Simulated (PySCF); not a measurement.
Species: `Fc1pccs1`. The columns A, B, C and D hold Mulliken, IAO, Hirshfeld and ESP-fitted charges (e) of one PBE0/pcSseg-1 density (PySCF), in a shuffled order. Coordinates in Å (GFN2-xTB); the density's dipole moment is (-2.11, -0.82, 0.25) D.

| atom | x | y | z | A | B | C | D |
| --- | --- | --- | --- | --- | --- | --- | --- |
| F1 | 2.780 | -0.194 | 0.354 | -0.235 | -0.099 | -0.076 | -0.244 |
| C2 | 1.464 | -0.043 | 0.163 | -0.106 | +0.114 | -0.003 | -0.112 |
| P3 | 0.770 | 1.320 | -0.607 | +0.313 | -0.082 | +0.048 | +0.419 |
| C4 | -0.853 | 0.653 | -0.397 | -0.385 | -0.072 | -0.124 | -0.379 |
| C5 | -0.982 | -0.543 | 0.217 | -0.307 | -0.412 | -0.079 | -0.239 |
| S6 | 0.454 | -1.321 | 0.744 | +0.367 | +0.123 | +0.121 | +0.270 |
| H7 | -1.715 | 1.193 | -0.752 | +0.176 | +0.164 | +0.054 | +0.139 |
| H8 | -1.908 | -1.056 | 0.407 | +0.179 | +0.265 | +0.059 | +0.148 |

Task: Which column most likely holds the ESP-fitted charges?

Result: B. Σ q r misses the density's dipole by 0.04 D (B), 0.48 D (A), 1.43 D (C), 1.72 D (D). Charges fitted to the outside potential are the only set here that is tied to the molecule's multipoles.

Task: And the Hirshfeld charges?

Result: C. The mean sizes are 0.070 e (C), 0.166 e (B), 0.244 e (D), 0.259 e (A), and Hirshfeld charges are commonly the smallest of these schemes.

As computed, A = IAO, B = ESP-fitted, C = Hirshfeld, D = Mulliken. Hydrogens on carbon: IAO +0.18 to +0.18, ESP-fitted +0.16 to +0.26, Hirshfeld +0.05 to +0.06, Mulliken +0.14 to +0.15 e.

The ESP scheme fits charges at the nuclei, held to the total charge, to the electrostatic potential on points at 1.4 to 2.0 times the van der Waals radii. The IAO scheme projects the occupied orbitals on a minimal set of polarised atomic orbitals and counts the electrons in each atom's part of it.

Geometry: GFN2-xTB; no solvent, vibrations or thermal averaging.
